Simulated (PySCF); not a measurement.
PySCF input file for dichloromethane (CH₂Cl₂), SMILES ClCCl, TDDFT-PBE/def2-SVPD. Geometry: r2SCAN-D4/def2-TZVP.

```python
import numpy as np
from pyscf import gto, scf, dft, tdscf

mol = gto.M(
    atom='''
    Cl   -1.47845390    0.00000000    0.21572025
    C     0.00000000    0.00000000   -0.76510162
    Cl    1.47845390    0.00000000    0.21572025
    H     0.00000000   -0.90001680   -1.37193931
    H     0.00000000    0.90001680   -1.37193931
    ''',
    basis='def2-SVPD',
    charge=0,
    spin=0,
    symmetry=True,
    max_memory=1600,
    verbose=4,
)
mf = dft.RKS(mol, xc='pbe').density_fit(auxbasis='def2-universal-jkfit')
mf.grids.level = 3
mf.conv_tol = 1e-9
mf.max_cycle = 100
mf.kernel()
mf.grids = dft.Grids(mol).set(level=1).build(with_non0tab=True)  # coarser grid for the response kernel
td = tdscf.TDDFT(mf)
td.singlet = True
td.nstates = 10
td.conv_tol = 1e-4
td.positive_eig_threshold = 1e-6
td.kernel(x0=td.get_init_guess(mf, 15))
td.analyze()
tt = tdscf.TDA(mf)
tt.singlet = False
tt.nstates = 4
tt.conv_tol = 1e-4
tt.positive_eig_threshold = 1e-6
tt.kernel(x0=tt.get_init_guess(mf, 9))
tt.analyze(verbose=3)
```

Log of the run:

```
PySCF version 2.14.0

[INPUT] verbose = 4
[INPUT] num. atoms = 5
[INPUT] num. electrons = 42
[INPUT] charge = 0
[INPUT] spin (= nelec alpha-beta = 2S) = 0
[INPUT] symmetry True subgroup None
[INPUT] Mole.unit = angstrom
[INPUT] Symbol           X                Y                Z      unit          X                Y                Z       unit  Magmom
[INPUT]  1 Cl    -1.478453900000   0.000000000000   0.215720250000 AA   -2.793872958795   0.000000000000   0.407652192023 Bohr   0.0
[INPUT]  2 C      0.000000000000   0.000000000000  -0.765101620000 AA    0.000000000000   0.000000000000  -1.445832519261 Bohr   0.0
[INPUT]  3 Cl     1.478453900000   0.000000000000   0.215720250000 AA    2.793872958795   0.000000000000   0.407652192023 Bohr   0.0
[INPUT]  4 H      0.000000000000  -0.900016800000  -1.371939310000 AA    0.000000000000  -1.700785259507  -2.592589555425 Bohr   0.0
[INPUT]  5 H      0.000000000000   0.900016800000  -1.371939310000 AA    0.000000000000   1.700785259507  -2.592589555425 Bohr   0.0

nuclear repulsion = 134.03002150289
point group symmetry = C2v
symmetry origin: [0.00000000e+00 0.00000000e+00 7.19895667e-09]
symmetry axis x: [1. 0. 0.]
symmetry axis y: [0. 1. 0.]
symmetry axis z: [0. 0. 1.]
num. orbitals of irrep A1 = 35
num. orbitals of irrep A2 = 12
num. orbitals of irrep B1 = 25
num. orbitals of irrep B2 = 18
number of shells = 38
number of NR pGTOs = 140
number of NR cGTOs = 90
basis = def2-SVPD
ecp = {}


[settings echo left out]
init E= -959.094604045865
HOMO (B2) = -0.310284786782347  LUMO (A1) = -0.0648621165758496  gap/eV = 6.67829
cycle= 1 E= -958.958046841359  delta_E= 0.137  |g|= 0.193  |ddm|= 2.59
HOMO (B2) = -0.253592871970357  LUMO (A1) = -0.0470617545141194  gap/eV = 5.62000
cycle= 2 E= -958.94521687925  delta_E= 0.0128  |g|= 0.301  |ddm|= 0.631
HOMO (B2) = -0.266509732871431  LUMO (A1) = -0.0452843058120092  gap/eV = 6.01985
cycle= 3 E= -958.968169829267  delta_E= -0.023  |g|= 0.065  |ddm|= 0.392
HOMO (B2) = -0.274356119675766  LUMO (A1) = -0.0536619225268358  gap/eV = 6.00539
cycle= 4 E= -958.969255975914  delta_E= -0.00109  |g|= 0.0163  |ddm|= 0.0899
HOMO (B2) = -0.272781729152051  LUMO (A1) = -0.0514712979088463  gap/eV = 6.02216
cycle= 5 E= -958.969320697085  delta_E= -6.47e-05  |g|= 0.0028  |ddm|= 0.0281
HOMO (B2) = -0.272954852471229  LUMO (A1) = -0.051631247351251  gap/eV = 6.02252
cycle= 6 E= -958.96932286727  delta_E= -2.17e-06  |g|= 0.000491  |ddm|= 0.00554
HOMO (B2) = -0.27295398507419  LUMO (A1) = -0.0516422985468781  gap/eV = 6.02220
cycle= 7 E= -958.969322941445  delta_E= -7.42e-08  |g|= 7.28e-05  |ddm|= 0.000777
HOMO (B2) = -0.272949575850916  LUMO (A1) = -0.0516406718475473  gap/eV = 6.02212
cycle= 8 E= -958.9693229429  delta_E= -1.45e-09  |g|= 2.33e-05  |ddm|= 0.000116
HOMO (B2) = -0.272949934419203  LUMO (A1) = -0.0516403794895459  gap/eV = 6.02214
cycle= 9 E= -958.969322943075  delta_E= -1.76e-10  |g|= 1.17e-06  |ddm|= 3.85e-05
HOMO (B2) = -0.272949899194291  LUMO (A1) = -0.0516403166520041  gap/eV = 6.02214
Extra cycle  E= -958.969322943071  delta_E= 3.87e-12  |g|= 1.63e-06  |ddm|= 5.41e-06
converged SCF energy = -958.969322943071
tot grids = 22760
Overwritten attributes  positive_eig_threshold  of <class 'pyscf.tdscf.rks.CasidaTDDFT'>


******** <class 'pyscf.tdscf.rks.CasidaTDDFT'> for <class 'pyscf.df.df_jk.DFSymAdaptedRKS'> ********
nstates = 10 singlet
deg_eia_thresh = 1.000e-03
wfnsym = None
conv_tol = 0.0001
eigh lindep = 1e-12
eigh level_shift = 0
eigh max_cycle = 100


Excitation energies (eV)
[6.20732452 6.61720033 6.73712027 6.95346978 7.17861216 7.37390548
 7.49766448 7.71671672 7.72594309 8.04525224]

** Singlet excitation energies and oscillator strengths **
Excited State   1:   B2      6.20732 eV    199.74 nm  f=0.0004
      21 -> 22       -0.70287
Excited State   2:   B1      6.61720 eV    187.37 nm  f=0.0376
      20 -> 22       -0.69692
Excited State   3:   A2      6.73712 eV    184.03 nm  f=0.0000
      19 -> 22        0.65079
      21 -> 23       -0.27525
Excited State   4:   A1      6.95347 eV    178.31 nm  f=0.0001
      18 -> 22        0.65688
      20 -> 23       -0.25637
Excited State   5:   A2      7.17861 eV    172.71 nm  f=0.0000
      19 -> 22        0.27191
      21 -> 23        0.64897
Excited State   6:   A1      7.37391 eV    168.14 nm  f=0.0086
      18 -> 22       -0.25076
      20 -> 23       -0.65633
Excited State   7:   B2      7.49766 eV    165.36 nm  f=0.0129
      21 -> 24       -0.70504
Excited State   8:   B2      7.71672 eV    160.67 nm  f=0.0111
      19 -> 23       -0.69975
Excited State   9:   B1      7.72594 eV    160.48 nm  f=0.0714
      18 -> 23       -0.15741
      20 -> 24        0.68578
Excited State  10:   B1      8.04525 eV    154.11 nm  f=0.1256
      17 -> 22       -0.12174
      18 -> 23        0.66878
      20 -> 24        0.14544

** Transition electric dipole moments (AU) **
state          X           Y           Z        Dip. S.      Osc.
  1         0.0000      0.0491      0.0000      0.0024      0.0004
  2         0.4815     -0.0000      0.0000      0.2318      0.0376
  3        -0.0000      0.0000      0.0000      0.0000      0.0000
  4         0.0000     -0.0000     -0.0280      0.0008      0.0001
  5        -0.0000      0.0000      0.0000      0.0000      0.0000
  6         0.0000      0.0000      0.2182      0.0476      0.0086
  7        -0.0000     -0.2652      0.0000      0.0704      0.0129
  8         0.0000      0.2419      0.0000      0.0585      0.0111
  9         0.6144      0.0000     -0.0000      0.3774      0.0714
 10         0.7983     -0.0000     -0.0000      0.6373      0.1256

** Transition velocity dipole moments (imaginary part, AU) **
state          X           Y           Z        Dip. S.      Osc.
  1         0.0000      0.0160      0.0000      0.0003      0.0007
  2         0.1197     -0.0000      0.0000      0.0143      0.0393
  3        -0.0000      0.0000      0.0000      0.0000      0.0000
  4        -0.0000     -0.0000     -0.0115      0.0001      0.0003
  5        -0.0000      0.0000      0.0000      0.0000      0.0000
  6         0.0000      0.0000      0.0662      0.0044      0.0108
  7        -0.0000     -0.0701      0.0000      0.0049      0.0119
  8         0.0000      0.0782      0.0000      0.0061      0.0144
  9         0.1731      0.0000      0.0000      0.0300      0.0704
 10         0.2338     -0.0000     -0.0000      0.0546      0.1232

** Transition magnetic dipole moments (imaginary part, AU) **
state          X           Y           Z
  1         0.0390      0.0000     -0.0000
  2        -0.0000      1.1285      0.0000
  3         0.0000      0.0000      0.6131
  4         0.0000      0.0000     -0.0000
  5        -0.0000      0.0000     -0.0717
  6        -0.0000     -0.0000      0.0000
  7        -0.7489     -0.0000      0.0000
  8        -0.2037     -0.0000     -0.0000
  9        -0.0000     -0.4977      0.0000
 10         0.0000      0.8799      0.0000
Overwritten attributes  positive_eig_threshold  of <class 'pyscf.tdscf.rks.TDA'>


******** <class 'pyscf.tdscf.rks.TDA'> for <class 'pyscf.df.df_jk.DFSymAdaptedRKS'> ********
nstates = 4 triplet
deg_eia_thresh = 1.000e-03
wfnsym = None
conv_tol = 0.0001
eigh lindep = 1e-12
eigh level_shift = 0
eigh max_cycle = 100


Excitation energies (eV)
[5.77990294 5.90906045 6.33020871 6.46215113]

** Triplet excitation energies and oscillator strengths **
Excited State   1:   B2      5.77990 eV    214.51 nm  f=0.0000
Excited State   2:   B1      5.90906 eV    209.82 nm  f=0.0000
Excited State   3:   A2      6.33021 eV    195.86 nm  f=0.0000
Excited State   4:   A1      6.46215 eV    191.86 nm  f=0.0000
```

The run converged.
